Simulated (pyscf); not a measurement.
A first-order saddle from PySCF, ωB97X-D3(BJ)/def2-SVP:

```xyz
12

F     -1.8792    -1.6525     2.5887
Si    -1.4086    -0.8729     1.2555
F     -0.4345    -1.9431     0.5507
F     -2.7935    -0.5006     0.5410
Si    -0.3170     0.7206    -0.8337
F     -1.1472     2.0951    -0.8663
F      1.0116     0.8448    -1.7304
F     -1.1753    -0.3558    -1.6931
F      0.6103     1.0761     0.6751
C     -0.4933     0.5952     2.0041
F     -1.1707     1.6916     2.1987
H      0.3733     0.4962     2.6714
```
Charge 0, spin multiplicity 2.

Surface: doublet, charge 0. Lowest wavenumbers (cm⁻¹): 718i, 21, 50, 90, 94.

Task: Which two sides does it connect, and which bonds change?

Result: F–CH(F)–Si(F)(F)–F (SMILES FC(F)[Si](F)(F)F) + F–Si•(F)–F (SMILES F[Si](F)F) ⇌ F–CH•–Si(F)(F)–F (SMILES F[CH][Si](F)(F)F) + F–Si(F)(F)–F (SMILES F[Si](F)(F)F), an atom transfer read from left to right: C–F broken and F–Si formed. At ωB97M-D3(BJ)/def2-TZVP it lies +98.4 kJ/mol from the left side and +328.9 kJ/mol from the right (each side as separated species at their lowest minima found). This saddle turned up in a search for another step; its sides and bond changes are read from the two ends of the descent. This is the saddle that the search found; another between the same sides may lie lower. The angle at the transferred F is 104°: a side-on saddle, likely not the lowest.
